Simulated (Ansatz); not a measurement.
# C₂H₅NO₂: one species, many methods

Aim: compute C₂H₅NO₂ with functionals from several rungs and with coupled cluster. The yardstick is the atomisation energy at the CCSD(T) limit.

Computed with Ansatz 0.2.0, Gaussian basis. Level: functionals in def2-TZVPP, the program's frozen cores in correlated methods.

The runs, in order: PBE-D4, r2SCAN-D4, PBE0-D4, B3LYP-D4, ωB97X-V, ωB97M-V, B2PLYP; CCSD(T)/def2-TZVPP; MP2/def2-QZVPP; extrapolation to the limit.

### Step 1. Structure used throughout

All runs share one geometry, relaxed beforehand with PBE0-D4 in a triple-zeta def2 set.

SMILES `NCOC=O`, 10 atoms, charge 0, spin multiplicity 1.

Atoms are counted from 1 here; the program's logs count them from 0.

Bond lengths: N1–C2 1.406 Å, N1–H6 1.010 Å, N1–H7 1.010 Å, C2–O3 1.464 Å, C2–H8 1.090 Å, C2–H9 1.090 Å, O3–C4 1.326 Å, C4–O5 1.198 Å, C4–H10 1.101 Å. Angles: C2–N1–H6 112.7°, C2–N1–H7 112.7°, H6–N1–H7 109.4°, N1–C2–O3 111.1°, N1–C2–H8 111.0°, N1–C2–H9 111.0°, O3–C2–H8 107.4°, O3–C2–H9 107.4°, H8–C2–H9 108.8°, C2–O3–C4 115.7°, O3–C4–O5 125.9°, O3–C4–H10 109.7°, O5–C4–H10 124.4°.

Coordinates:

```mol
C2H5NO2
  3D, bonds by distance, orders not assigned

 10  9  0  0  0  0  0  0  0  0999 V2000
   -1.5411    0.8818    0.1812 N   0  0
   -0.6023   -0.1642    0.1533 C   0  0
    0.7275    0.3300   -0.2066 O   0  0
    1.6865   -0.5848   -0.2567 C   0  0
    1.5544   -1.7551   -0.0358 O   0  0
   -1.3231    1.5831    0.8748 H   0  0
   -1.6582    1.3250   -0.7190 H   0  0
   -0.8803   -0.9184   -0.5834 H   0  0
   -0.5197   -0.6406    1.1306 H   0  0
    2.6393   -0.1078   -0.5352 H   0  0
  1  2  8  0
  2  3  8  0
  3  4  8  0
  4  5  8  0
  1  6  8  0
  1  7  8  0
  2  8  8  0
  2  9  8  0
  4 10  8  0
M  END
```

### Step 2. PBE-D4 (GGA)

Input file in.yaml:

```yaml
crystal:
  periodic: [false, false, false]
  atoms:
    - {symbol: N, position_ang: [-1.541060, 0.881797, 0.181170]}
    - {symbol: C, position_ang: [-0.602255, -0.164213, 0.153285]}
    - {symbol: O, position_ang: [0.727511, 0.329987, -0.206635]}
    - {symbol: C, position_ang: [1.686524, -0.584776, -0.256724]}
    - {symbol: O, position_ang: [1.554393, -1.755107, -0.035787]}
    - {symbol: H, position_ang: [-1.323138, 1.583090, 0.874843]}
    - {symbol: H, position_ang: [-1.658232, 1.324980, -0.719019]}
    - {symbol: H, position_ang: [-0.880268, -0.918445, -0.583412]}
    - {symbol: H, position_ang: [-0.519661, -0.640577, 1.130566]}
    - {symbol: H, position_ang: [2.639286, -0.107837, -0.535189]}
basis:
  gaussian: {orbitals: def2-TZVPP}
hamiltonian: {xc: pbe, dispersion: d4}
output: {forces: true, orbitals: {seedname: orbitals}}
```

Started as:

```console
$ ansatz run in.yaml --threads 4 --pin off --events-out ev --progress --plain --max-ram 10444MiB
```

Further steps of the session: r2SCAN-D4 (meta-GGA); PBE0-D4 (hybrid); B3LYP-D4 (hybrid); ωB97X-V (range-separated); ωB97M-V (range-separated); B2PLYP (double hybrid); CCSD(T) in def2-TZVPP; MP2 in def2-QZVPP.

**Question.** What will the summary of the whole plan be? Wanted: atomisation energy, CCSD(T)/CBS; farthest; mean size of error, hybrid; mean size of error, range-separated; gap, smallest and largest; T1 diagnostic; triples share of the correlation energy.

The runs gave:

```
                               quantity                                 value
        atomisation energy, CCSD(T)/CBS                        958.1 kcal/mol
functionals within 4.8 kcal/mol (0.5 %)          r2SCAN-D4, B3LYP-D4, ωB97X-V
                               farthest               PBE-D4 (+38.0 kcal/mol)
             mean size of error, hybrid                          3.9 kcal/mol
    mean size of error, range-separated                          4.9 kcal/mol
              gap, smallest and largest  5.15 eV (PBE-D4), 12.77 eV (ωB97X-V)
                          T1 diagnostic                                0.0146
triples share of the correlation energy                                 4.0 %
```

In words: PBE-D4 misses by +38.0 kcal/mol. Double hybrids carry the basis error of their MP2 part in triple zeta, and no dispersion term here, so their miss is partly the set-up's. Misses under about 4.8 kcal/mol are within the doubt on the reference itself, which lacks core-valence correlation, relativity and higher excitations. Hartree-Fock recovers 67 % of the binding; the rest is correlation. Orbital gaps span 5.2 to 12.8 eV; exact exchange widens them.
